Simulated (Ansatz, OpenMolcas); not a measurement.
## SiH3F (SMILES F[SiH3]): methods side by side

SiH3F has 5 atoms, charge 0, and is taken as a singlet. As SMILES, `F[SiH3]`. Geometry: relaxed at PBE0-D4/def2-TZVP.

Each level gives the HOMO–LUMO gap (eV). The values are calculated.

```csv
level,kind,program,value (eV),CPU time
HF/def2-TZVPP,Hartree–Fock,OpenMolcas,16.27,25 s
SVWN5/def2-TZVPP,LDA,Ansatz,7.06,3 s
BLYP/def2-TZVPP,GGA,Ansatz,7.33,3.6 s
TPSS/def2-TZVPP,meta-GGA,OpenMolcas,7.79,63 s
BHLYP/def2-TZVPP,global hybrid,Ansatz,11.89,3.4 s
HSE06/def2-TZVPP,range-separated hybrid,Ansatz,8.85,3.7 s
wB97M-V/def2-TZVPP,range-separated hybrid,Ansatz,13.65,13 s
PBE-QIDH/def2-TZVPP,double hybrid,Ansatz,13.68,4.2 s
```

The values span 7.06 to 16.27 eV. Orbital gaps aren't excitation energies, and those of double hybrids come from the SCF part alone; they tend to grow with the share of exact exchange. Times are those of the runs behind each value, whatever else they computed, on shared processors of several kinds: orders of magnitude only.
